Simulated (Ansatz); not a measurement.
Geometry optimisation, Ansatz, UKS B3LYP/def2-SVP.

The input (input.yaml):

```yaml
crystal:
  periodic: [false, false, false]
  atoms:
    - { symbol: H, position_ang: [-0.135338, -0.131139, -0.346235] }
    - { symbol: S, position_ang: [0.726935, -2.559993, 0.322485] }
    - { symbol: C, position_ang: [-0.50784, 0.880694, -0.2061] }
    - { symbol: H, position_ang: [1.820469, -1.858301, 0.713754] }
    - { symbol: H, position_ang: [-1.549589, 0.935535, -0.552564] }
    - { symbol: H, position_ang: [-0.462957, 1.153487, 0.858026] }
    - { symbol: H, position_ang: [0.108319, 1.579816, -0.789365] }
magnetization:
  spin_polarized: true
  initial_magnetization: 1
basis:
  gaussian: { orbitals: def2-SVP }
hamiltonian:
  xc: b3lyp
relax:
  f_tol: 0.03
  max_steps: 50
```

Run as:

```bash
$ ansatz run input.yaml --threads 1 --pin off --max-ram 2048MiB --backend cpu --events-out ev --progress --plain --runs-dir out
```

Question: Where does it end, and by what steps?

Answer: The forces met the threshold. After 6 steps the energy has fallen by 0.035 eV; S2 moved furthest, 0.52 Å.

| step | energy less start (eV) | largest force component (eV/Å) | accepted |
| --- | --- | --- | --- |
| 0 | 0.0000 | 0.479 | yes |
| 1 | -0.0195 | 0.079 | yes |
| 2 | -0.0275 | 0.206 | yes |
| 3 | -0.0315 | 0.085 | yes |
| 4 | -0.0323 | 0.221 | yes |
| 5 | -0.0344 | 0.073 | yes |
| 6 | -0.0349 | 0.023 | yes |

```xyz
7
Properties=species:S:1:pos:R:3
H -0.258 -0.040 -0.169
S 1.007 -2.999 0.316
C -0.578 1.010 -0.209
H 1.892 -2.058 0.730
H -1.590 1.067 -0.637
H -0.588 1.433 0.806
H 0.116 1.587 -0.837
```

The run took 96 s on 1 CPU thread of a shared host.
